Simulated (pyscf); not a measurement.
:HSi–PH₂ [singlet] + water (H₂O) → HO–SiH₂–PH₂, an insertion (singlet surface; H–O broken, O–Si, H–Si formed). Single points on ωB97X-D3(BJ)/def2-SVP structures (PySCF, gas phase). MP2 and CC: frozen core, UHF for open shells. ΔMP2 is the change of the MP2 total energy from the triple- to the quadruple-zeta basis. Energies in kcal/mol from the separated reactants.

Small-basis levels: PySCF, no dispersion term, spherical d functions. 

### Question
In single points BP86/6-31G* puts the saddle at 1.9 kcal/mol and the reaction energy at -65.0 kcal/mol. Should these be trusted to within a few kcal/mol? Compare with CCSD(T)/def2-TZVPP + ΔMP2(QZVPP).

### Answer
CCSD(T)/def2-TZVPP + ΔMP2(QZVPP) gives ΔE‡ = 12.7 kcal/mol and ΔE = -66.8 kcal/mol. BP86/6-31G* lies 10.8 kcal/mol under it in the barrier and 1.7 kcal/mol over it in the reaction energy, so on this step it does not hold to within 3.0 kcal/mol. CCSD(T)/def2-TZVPP + ΔMP2(QZVPP) has limits of its own. On the reactant side the descent ends in an adduct with a O–Si contact, 16.1 kcal/mol under the separated species and 25.8 kcal/mol under the saddle at ωB97X-D3(BJ)/def2-TZVP. What is counted as formed (O–Si) is already present as a longer contact in the reactant adduct; forming that adduct is a step of its own. At ωB97X-D3(BJ) the barrier from the zero used here is 9.7 kcal/mol. :HSi–PH₂ [singlet] lies 11.4 kcal/mol over its isomer H₂Si=PH (electronic energy, ωB97M-D3(BJ)). This is the saddle that the search found; another between the same sides may lie lower. The CCSD(T) − MP2 part came from Ansatz, without density fitting, on the same reference.
